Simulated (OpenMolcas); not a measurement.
**PF3 (SMILES FP(F)F): a chain of runs**

Wanted: a single-point energy (UHF/STO-3G), then a single-point energy (CASSCF(2,2)/STO-3G), then the energy (CASPT2(2,2)/STO-3G), then the energy (SC-NEVPT2(2,2)/STO-3G), then the energy (MRCI(2,2)/STO-3G) of PF3. 

The calculation is run with OpenMolcas 26.06.

3 further runs of the same task are left out: 3 that didn't finish.

## (1) The system as given

PF3: 4 atoms, total charge 0, spin state singlet. As SMILES, `FP(F)F`. The P2–F3 distance was set to 3.929 Å, away from the relaxed value. At this shape a bond of the SMILES string is far longer than usual.

Bond lengths: F1–P2 1.572 Å, P2–F4 1.572 Å. Angles: F1–P2–F4 97.6°.

## (2) A single-point energy at UHF/STO-3G (run 1)

Input file struct.xyz:

```xyz
4

F      1.981004     0.853455     2.268304
P      0.849104     1.831255     1.786104
F     -1.061900    -0.696500    -0.536900
F      1.671604     2.561855     0.663804
```

Input file step1.inp:

```
&GATEWAY
 BASLIB=$CurrDir
 COORD=struct.xyz
 BASIS=STO-3G
 GROUP=NoSym

&SEWARD

&SCF
 UHF
 SCRAMBLE=0.25
 PRORBITALS=1 1
```

The basis set STO-3G is read from a file made from the Basis Set Exchange's data (not shown).

The run is started by

```bash
$ export MOLCAS_MEM=1860
$ pymolcas step1.inp > step1.log
```

The log of the run:

```text
--- Start Module: gateway ---
[...]
--- Stop Module: gateway /rc=_RC_ALL_IS_WELL_ ---
--- Start Module: seward ---
[...]
      Basis functions           24
--- Stop Module: seward /rc=_RC_ALL_IS_WELL_ ---
--- Start Module: scf ---
[...]
       Convergence after  18 Iterations
[...]
::    Total SCF energy                               -630.9456158428
[...]
      Total spin, S                                     0.6195791279
[...]
      Total electronic charge=   42.000000
      Total            charge=   -0.000000
[...]
      Dipole Moment (debye):
      Origin of the operator (angstrom)=    0.8585    1.2320    1.1462
                   X= -9.5489E-01               Y=  1.1826E-01               Z=  3.0972E-01           Total=  1.0108E+00
      Quadrupole Moment (debye*angstrom):
[...]
--- Stop Module: scf /rc=_RC_ALL_IS_WELL_ ---
[...]
```

Run time: 1.9 s. Hardware: 1 thread of Arm Neoverse V1, shared host; peak memory 0.37 GiB.

## (3) The energy at CASSCF(2,2)/STO-3G (run 2)

struct.xyz is that of step 2.

Input file step2.input:

```
&GATEWAY
  BasLib
  $CurrDir
  Coord
  struct.xyz
  Basis
  STO-3G
  Group
  NoSym

&SEWARD

&RASSCF
  FileOrb
  $CurrDir/step1.UnaOrb
  Spin
  1
  Nactel
  2 0 0
  Inactive
  20
  Ras2
  2
  OrbListing
  Nothing
  OrbAppear
  Compact
```

The basis set STO-3G is read from a file made from the Basis Set Exchange's data (not shown).

The run is started by

```bash
$ export MOLCAS_MEM=1860
$ pymolcas step2.input > step2.log
```

The log of the run:

```text
--- Start Module: gateway ---
[...]
--- Stop Module: gateway /rc=_RC_ALL_IS_WELL_ ---
--- Start Module: seward ---
[...]
      Basis functions           24
--- Stop Module: seward /rc=_RC_ALL_IS_WELL_ ---
--- Start Module: rasscf ---
[...]
      Number of active orbitals                  2
[...]
      Spin quantum number                      0.0
[...]
      Active orbitals                            2
[...]
      Number of CSFs                             3
[...]
      Number of root(s) required                 1
[...]
      Convergence after  7 iterations
[...]
      printout of CI-coefficients larger than  0.05 for root  1
      energy=    -630.944606
      conf/sym  11     Coeff  Weight
             1  20  -0.70717 0.50008
             3  02   0.70705 0.49992
      Natural orbitals and occupation numbers for root  1
      sym 1:   1.000169   0.999831
      ************************************************************************************************************************
      *                                                    Final results                                                     *
[...]
::    RASSCF root number  1 Total energy:   -630.94460576
[...]
      Total electronic charge=   42.000000
      Total            charge=   -0.000000
[...]
      Dipole Moment (debye):
      Origin of the operator (angstrom)=    0.8585    1.2320    1.1462
                   X= -9.5757E-01               Y=  1.1860E-01               Z=  3.1061E-01           Total=  1.0137E+00
      Quadrupole Moment (debye*angstrom):
[...]
--- Stop Module: rasscf /rc=_RC_ALL_IS_WELL_ ---
[...]
```

It took 1.6 s on 1 thread of Arm Neoverse V1, shared host; peak memory 0.37 GiB.

## (4) A single-point energy at CASPT2(2,2)/STO-3G (run 3)

struct.xyz is that of step 3.

Input file step3.inp:

```
* F3P CASPT2

&GATEWAY
  BasLib
  $CurrDir
  Coord
  struct.xyz
  Basis
  STO-3G
  Group
  NoSym

&SEWARD

&RASSCF
  FileOrb
  $CurrDir/step2.RasOrb
  Spin
  1
  Nactel
  2 0 0
  Inactive
  20
  Ras2
  2
  OrbListing
  Nothing
  OrbAppear
  Compact

&CASPT2
  Imaginary
  0.1
  Frozen
  8
```

The basis set STO-3G is read from a file made from the Basis Set Exchange's data (not shown).

The run is started by

```bash
$ export MOLCAS_MEM=1860
$ pymolcas step3.inp > step3.log
```

The log of the run:

```text
--- Start Module: gateway ---
[...]
--- Stop Module: gateway /rc=_RC_ALL_IS_WELL_ ---
[...]
      Basis functions           24
[...]
--- Start Module: rasscf ---
[...]
      Number of active orbitals                  2
[...]
      Spin quantum number                      0.0
[...]
      Active orbitals                            2
[...]
      Number of CSFs                             3
[...]
      Number of root(s) required                 1
[...]
      Convergence after  4 iterations
[...]
      printout of CI-coefficients larger than  0.05 for root  1
      energy=    -630.944606
      conf/sym  11     Coeff  Weight
             1  20  -0.70717 0.50009
             3  02   0.70705 0.49991
      Natural orbitals and occupation numbers for root  1
      sym 1:   1.000171   0.999829
      ************************************************************************************************************************
      *                                                    Final results                                                     *
[...]
::    RASSCF root number  1 Total energy:   -630.94460577
[...]
      Total electronic charge=   42.000000
      Total            charge=   -0.000000
[...]
      Dipole Moment (debye):
      Origin of the operator (angstrom)=    0.8585    1.2320    1.1462
                   X= -9.5765E-01               Y=  1.1860E-01               Z=  3.1063E-01           Total=  1.0137E+00
      Quadrupole Moment (debye*angstrom):
[...]
--- Stop Module: rasscf /rc=_RC_ALL_IS_WELL_ ---
--- Start Module: caspt2 ---
[...]
 ###    WARNING: User changed nr of frozen orbitals.                         ###
 ###############################################################################
[...]
      E2 (Variational):          -0.0580636154
      Total energy:            -631.0026693889
[...]
      Reference weight:           0.97051
[...]
::    CASPT2 Root  1     Total energy:   -631.00266939
[...]
--- Stop Module: caspt2 /rc=_RC_ALL_IS_WELL_ ---
[...]
```

Run time: 1.7 s. Hardware: 1 thread of Arm Neoverse V1, shared host; peak memory 0.37 GiB.

## (5) The energy at SC-NEVPT2(2,2)/STO-3G (run 4)

struct.xyz is that of step 4.

Input file step4.inp:

```
>>> EXPORT MOLCAS_PRINT=2
&GATEWAY
BasLib
$CurrDir
Coord
struct.xyz
Basis
STO-3G
Group
NoSym
&SEWARD
&RASSCF
FileOrb
$CurrDir/step2.RasOrb
Spin
1
Nactel
2 0 0
Inactive
20
Ras2
2
OrbListing
Nothing
OrbAppear
Compact
&CASPT2
SC-NEVPT2
Frozen
8
```

The basis set STO-3G is read from a file made from the Basis Set Exchange's data (not shown).

The run is started by

```bash
$ export MOLCAS_MEM=1860
$ pymolcas step4.inp > step4.log
```

The log of the run:

```text
--- Start Module: gateway ---
[...]
--- Stop Module: gateway /rc=_RC_ALL_IS_WELL_ ---
[...]
      Basis functions           24
[...]
--- Start Module: rasscf ---
[...]
      Number of active orbitals                  2
[...]
      Spin quantum number                      0.0
[...]
      Active orbitals                            2
[...]
      Number of CSFs                             3
[...]
      Number of root(s) required                 1
[...]
      Convergence after  4 iterations
[...]
      printout of CI-coefficients larger than  0.05 for root  1
      energy=    -630.944606
      conf/sym  11     Coeff  Weight
             1  20  -0.70717 0.50009
             3  02   0.70705 0.49991
      Natural orbitals and occupation numbers for root  1
      sym 1:   1.000171   0.999829
      ************************************************************************************************************************
      *                                                    Final results                                                     *
[...]
::    RASSCF root number  1 Total energy:   -630.94460577
[...]
      Total electronic charge=   42.000000
      Total            charge=   -0.000000
[...]
      Dipole Moment (debye):
      Origin of the operator (angstrom)=    0.8585    1.2320    1.1462
                   X= -9.5765E-01               Y=  1.1860E-01               Z=  3.1063E-01           Total=  1.0137E+00
      Quadrupole Moment (debye*angstrom):
[...]
--- Stop Module: rasscf /rc=_RC_ALL_IS_WELL_ ---
--- Start Module: caspt2 ---
[...]
 ###    WARNING: User changed nr of frozen orbitals.                         ###
 ###############################################################################
[...]
      E2 (Variational):          -0.0572288470
[...]
      E2 (Variational):          -0.0572288509
      Total energy:            -631.0018346244
[...]
      Reference weight:           0.97120
[...]
::    SC-NEVPT2 Root  1     Total energy:   -631.00183462
[...]
--- Stop Module: caspt2 /rc=_RC_ALL_IS_WELL_ ---
[...]
```

Run time: 1.7 s. Hardware: 1 thread of Arm Neoverse V1, shared host; peak memory 0.37 GiB.

## (6) A single-point energy at MRCI(2,2)/STO-3G (run 5)

struct.xyz is that of step 5.

Input file step5.inp:

```
>>> EXPORT MOLCAS_PRINT=2

&GATEWAY
  BasLib = $CurrDir
  Coord = struct.xyz
  Basis = STO-3G
  Group = NoSym

&SEWARD

&RASSCF
  FileOrb = $CurrDir/step2.RasOrb
  Spin = 1
  Nactel = 2 0 0
  Inactive = 20
  Ras2 = 2
  OrbListing = Nothing
  OrbAppear = Compact

&MOTRA
  LumOrb
  Frozen = 8

&GUGA
  Electrons = 26
  Spin = 1
  Inactive = 12
  Active = 2
  CIAll = 1

&MRCI
  SDCI
```

The basis set STO-3G is read from a file made from the Basis Set Exchange's data (not shown).

The run is started by

```bash
$ export MOLCAS_MEM=1860
$ pymolcas step5.inp > step5.log
```

The log of the run:

```text
--- Start Module: gateway ---
[...]
--- Stop Module: gateway /rc=_RC_ALL_IS_WELL_ ---
[...]
      Basis functions           24
[...]
      Number of active orbitals                  2
[...]
      Spin quantum number                      0.0
[...]
      Active orbitals                            2
[...]
      Number of CSFs                             3
[...]
      Number of root(s) required                 1
[...]
      Convergence after  4 iterations
[...]
      printout of CI-coefficients larger than  0.05 for root  1
      energy=    -630.944606
      conf/sym  11     Coeff  Weight
             1  20  -0.70717 0.50009
             3  02   0.70705 0.49991
      Natural orbitals and occupation numbers for root  1
      sym 1:   1.000171   0.999829
      ************************************************************************************************************************
      *                                                    Final results                                                     *
[...]
::    RASSCF root number  1 Total energy:   -630.94460577
[...]
      Dipole Moment (debye):
      Origin of the operator (angstrom)=    0.8585    1.2320    1.1462
                   X= -9.5765E-01               Y=  1.1860E-01               Z=  3.1063E-01           Total=  1.0137E+00
      Quadrupole Moment (debye*angstrom):
[...]
      *** WARNING: Default frozen orbitals is overwritten by user input.
      *** Default values:   8
[...]
--- Start Module: guga ---
[...]
--- Stop Module: guga /rc=_RC_ALL_IS_WELL_ ---
--- Start Module: mrci ---
[...]
       (But an ACPF correction will be computed)
       USE THE DEFAULT ACPF G-VALUE GFAC=   7.6923076923076927E-002
[...]
                      CI ENERGY:  -631.01632038
[...]
                ACPF CORRECTION:    -0.00378343
[...]
      Total electronic charge=   42.000000
      Total            charge=   -0.000000
[...]
     ACPF CORRECTION:     -0.00378343
[...]
  CI State   1     Total energy:   -631.01632038     QDav:     -0.00411682     QACPF:     -0.00378343
[...]
--- Stop Module: mrci /rc=_RC_ALL_IS_WELL_ ---
[...]
```

Run time: 2.2 s. Hardware: 1 thread of Arm Neoverse V1, shared host; peak memory 0.37 GiB.

## (7) Results

| quantity | value |
| --- | --- |
| run 1, UHF/STO-3G: total energy | -630.94562 Eh |
| run 1, UHF/STO-3G: dipole moment | 1.01 D |
| run 1, UHF/STO-3G: HOMO energy | -6.16 eV |
| run 1, UHF/STO-3G: LUMO energy | 6.74 eV |
| run 1, UHF/STO-3G: HOMO–LUMO gap | 12.90 eV |
| run 1, UHF/STO-3G: ⟨S²⟩ | 1.003 |
| run 2, CASSCF(2,2)/STO-3G: total energy | -630.94461 Eh |
| run 2, CASSCF(2,2)/STO-3G: dipole moment (CASSCF density) | 1.01 D |
| run 3, CASPT2(2,2)/STO-3G: total energy | -631.00267 Eh |
| run 3, CASPT2(2,2)/STO-3G: dipole moment (CASSCF density) | 1.01 D |
| run 4, SC-NEVPT2(2,2)/STO-3G: total energy | -631.00183 Eh |
| run 4, SC-NEVPT2(2,2)/STO-3G: dipole moment (CASSCF density) | 1.01 D |
| run 5, MRCI(2,2)/STO-3G: total energy | -631.01632 Eh |
| run 5, MRCI(2,2)/STO-3G: dipole moment (CASSCF density) | 1.01 D |

**Reading.** ⟨S²⟩ (run 1, UHF/STO-3G) is 1.00 where a pure singlet has 0.00: the reference is spin-contaminated. Mulliken charges (run 2, CASSCF(2,2)/STO-3G) run from -0.31 on F1 to +0.61 on P2; they depend strongly on the basis. Mulliken charges (run 4, SC-NEVPT2(2,2)/STO-3G) of the CASSCF density run from -0.31 on F1 to +0.61 on P2. Mulliken charges (run 5, MRCI(2,2)/STO-3G) of the CASSCF density run from -0.31 on F1 to +0.61 on P2; they depend strongly on the basis.
